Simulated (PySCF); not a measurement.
# Dipole moment and polarisability of `C=CCCF`

Species: C4H7F.
Geometry (PBE0-D3(BJ)/def2-SVP, Å), atoms numbered from 1 in this order:
```
atom  x, y, z in Å
C1    -1.9993    0.1210   -0.1752
C2    -0.7873   -0.4106   -0.3362
C3     0.4927    0.3613   -0.3959
C4     1.5103   -0.1031    0.6266
F5     1.8161   -1.4282    0.4205
H6    -2.8955   -0.5040   -0.1389
H7    -2.1429    1.2026   -0.0789
H8    -0.6836   -1.4983   -0.4260
H9     0.9465    0.2503   -1.3972
H10    0.3043    1.4373   -0.2454
H11    2.4410    0.4848    0.5471
H12    1.1132    0.0042    1.6508
```

Level: CAM-B3LYP/def2-SVPD (PySCF), static field, nuclei fixed, core orbitals frozen in the response. The polarisability tensor in these axes (au):

```
x   64.92 -3.16  0.46
y   -3.16 48.14  0.40
z    0.46  0.40 42.90
```

Task: Give the principal values, the mean and the anisotropy Δα = √{½[(α1 − α2)² + (α2 − α3)² + (α1 − α3)²]}.

Result: Principal values 42.84, 47.62 and 65.50 au; mean 51.99 au = 7.70 Å³ = 8.57 × 10⁻⁴⁰ C²·m²/J; Δα = 20.69 au (40 % of the mean).

Task: What is the dipole moment, and where does it point?

Result: (-0.28, 1.75, 0.08) D, 1.78 D in size, pointing from the negative to the positive side. Measured along this direction, the outermost atoms are F5 at the negative end and H7 at the positive end.

Task: Orientational against electronic polarisability at 500 K (dilute gas, rigid molecules)?

Result: In Gaussian units μ²/3kT = 15.26 Å³ against 7.70 Å³, a ratio of 1.98; the Debye molar polarisation (4π/3)N_A(α + μ²/3kT) is 57.9 cm³/mol, leaving out the vibrational part.

Task: What molar refraction does this α imply?

Result: Lorentz–Lorenz: R = (4π/3)N_A α = 2.5225 cm³/(mol·Å³) × 7.70 Å³ = 19.4 cm³/mol, in the limit of long wavelengths.

Task: Along which axes do the principal values lie, and how far do the nuclei extend along each?

Result: Largest value along (0.98, -0.18, 0.02), where the nuclei span 5.08 Å; middle along (0.18, 0.98, 0.10), 3.07 Å; least along (-0.03, -0.09, 0.99), 3.05 Å. 

Task: What depolarisation ratio follows for Rayleigh scattering of linearly polarised light, taking the static tensor?

Result: ρ = 3Δα²/(45ᾱ² + 4Δα²) = 1284.4/(121620 + 1712.5) = 0.0104.

Isolated species at its PBE0-D3(BJ)/def2-SVP geometry (one conformer only).
